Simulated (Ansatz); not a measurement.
**AlSiH₂ (quartet): wave-function methods side by side at distance Si1–Al2 = 2.669 Å, cc-pVDZ**

How much of the correlation energy of AlSiH₂ (quartet) does each wave-function method recover here?

Method: cc-pVDZ, core rule «outside noble gas», up to 10 orbitals frozen; program: Ansatz 0.2.0, Gaussian basis.

Plan: UHF; CCSD(T) on ROHF; CCSD(T) on UHF; BCCD(T) on ROHF; CISD; CCSDT(Q) on ROHF; CCSDT(Q) on UHF; CASSCF and MRCISD+Q, 5 electrons in 5 orbitals; CASSCF and NEVPT2, 5 electrons in 5 orbitals.

36 further runs of the same task are left out: 14 for a known fault of the program, 14 that didn't finish, 8 set aside as unsound or not needed.

### Step 1. The geometry

The geometry derives from a PBE0/def2-TZVP stationary point (not a proven minimum). One bond is set to the value named and the two fragments are kept rigid.

4 atoms, charge 0, spin multiplicity 4.

Atoms are counted from 1 here; the program's logs count them from 0.

Bond lengths: Si1–Al2 2.669 Å, Al2–H3 1.583 Å, Al2–H4 1.583 Å. Angles: Si1–Al2–H3 117.4°, Si1–Al2–H4 117.4°, H3–Al2–H4 125.2°.

### Step 2. UHF

The input, in.yaml:

```yaml
crystal:
  periodic: [false, false, false]
  atoms:
    - {symbol: Si, position_ang: [0.000000, 0.000000, 1.381551]}
    - {symbol: Al, position_ang: [0.000000, 0.000000, -1.287449]}
    - {symbol: H, position_ang: [0.000000, 1.405470, -2.016099]}
    - {symbol: H, position_ang: [0.000000, -1.405470, -2.016099]}
basis:
  gaussian: {orbitals: cc-pVDZ}
magnetization: {spin_polarized: true, initial_magnetization: 3}
hamiltonian: {xc: hf}
output: {orbitals: {seedname: orbitals}}
```

Launch:

```sh
> ansatz run in.yaml --threads 1 --pin off --events-out ev --progress --plain --max-ram 2393MiB
```

After this run come: CCSD(T) on ROHF; CCSD(T) on UHF; BCCD(T) on ROHF; CISD; CCSDT(Q) on ROHF; CCSDT(Q) on UHF; CASSCF and MRCISD+Q, 5 electrons in 5 orbitals; CASSCF and NEVPT2, 5 electrons in 5 orbitals.

Before running them: what should the planned runs give, taken together? Wanted: UCCSDT(Q) below the RHF energy; RMP2 from UCCSDT(Q); UMP2 from UCCSDT(Q); RCCSD from UCCSDT(Q); RCCSD(T) from UCCSDT(Q); UCCSD(T) from UCCSDT(Q); RCCSDT(Q) from UCCSDT(Q); NEVPT2 pair from UCCSDT(Q); MRCISD+Q pair from UCCSDT(Q).

The runs gave:

```
                         quantity                                                                  value
   UCCSDT(Q) below the RHF energy                                                             -4.2763 eV
              RMP2 from UCCSDT(Q)                                                            +1081.0 meV
              UMP2 from UCCSDT(Q)                                                            +1099.3 meV
             RCCSD from UCCSDT(Q)                                                             +153.9 meV
          RCCSD(T) from UCCSDT(Q)                                                              +41.4 meV
          UCCSD(T) from UCCSDT(Q)                                                              +41.7 meV
         RCCSDT(Q) from UCCSDT(Q)                                                               +0.3 meV
       NEVPT2 pair from UCCSDT(Q)                                                            +1086.6 meV
     MRCISD+Q pair from UCCSDT(Q)                                                              +10.2 meV
levels within 1 kcal/mol (43 meV)  RCCSD(T), UCCSD(T), BCCD(T), RCCSDT, UCCSDT, RCCSDT(Q), MRCISD+Q pair
                    T1 diagnostic                                                                  0.027
```

In words: RCCSD(T) misses by +41.4 meV, 1.0 % of the correlation energy. Of the multireference levels listed MRCISD+Q pair comes nearest in total energy (+10.2 meV), which doesn't show that its space is the better one. These misses are within one basis, not against nature; the frozen cores of restricted and unrestricted runs differ, which can shift their rows.
